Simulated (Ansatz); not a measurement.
# A rate constant, worked out

An elementary step of Si$_{2}$H$_{5}$, doublet (Si₂H₅ ([SiH2][SiH3]) → Si₂H₅ ([SiH2][SiH3]); H–Si broken or loosened, H–Si formed or tightened). The start structure is the reactant molecule, and the electronic barrier above it is 1.330 eV by CCSD(T) at an estimated basis limit (MP2 extrapolated from triple and quadruple zeta, plus CCSD(T) − MP2 in triple zeta). Computed with Ansatz 0.2.0 (basis: def2-TZVPP and def2-QZVPP); correlated methods freeze the cores; orbitals are unrestricted. Extrapolation: Hartree–Fock as exp(−7.88 √X), correlation as X^−2.97. Harmonic wavenumbers at PBE0-D4/def2-TZVP (Ansatz 0.2.0), in cm⁻¹:

Start: 130, 375, 390, 437, 578, 627, 859, 923, 935, 938, 2199, 2205, 2223, 2224, 2234.

Saddle: 235i, 109, 319, 433, 665, 699, 871, 878, 902, 1204, 1523, 2175, 2175, 2201, 2215.

Task: Work out the transition-state-theory rate constant at 400 K from these numbers alone (harmonic vibrations; rotation, path degeneracy and anharmonicity left out), and the Wigner tunnelling factor. Use 1 cm⁻¹ = 1.2398 × 10⁻⁴ eV and k_B = 8.617 × 10⁻⁵ eV/K.

Result: Zero-point energies, half the sums: start 17277/2 cm⁻¹ = 1.0710 eV; saddle, real modes only, 16369/2 cm⁻¹ = 1.0147 eV.
Barrier with zero-point energy: 1.330 + 1.0147 − 1.0710 = 1.2737 eV.
k_BT = 0.03447 eV, so the barrier is 36.95 k_BT.
Vibrational partition functions from the zero-point level, ln q = −Σ ln(1 − exp(−hν/k_BT)): start 2.200, saddle 2.071.
k = (k_BT/h) exp(ln q‡ − ln q) exp(−E0/k_BT), with log₁₀(k_BT/h in s⁻¹) = 12.92: log₁₀ k = 12.92 + (-0.129 − 36.95)/2.3026 = -3.18, so k ≈ 7 × 10^(-4) s⁻¹.
Wigner factor: 1 + (hν‡/k_BT)²/24 = 1 + (0.85)²/24 = 1.03. A change of 1 kcal/mol (0.043 eV) in the barrier would change k by a factor of 3.5 at this temperature.

T1 diagnostic: at most 0.028. ⟨S²⟩ of the unrestricted Hartree–Fock references: 0.76 to 0.87 (a pure state has 0.75). The unrestricted reference is spin-contaminated, which hurts MP2 most.

Labels in which every atom is bracketed show which atoms are joined, not bond orders.

For scale, one of the runs: CCSD(T)/def2-TZVPP, 154 basis functions, launched by `ansatz run in.yaml --threads 2 --pin off --events-out ev --progress --plain --max-ram 4352MiB`. Time: 38 s of wall clock on 2 CPU threads of an Arm Neoverse V1; the host was shared. Peak host memory: 2.1 GiB.
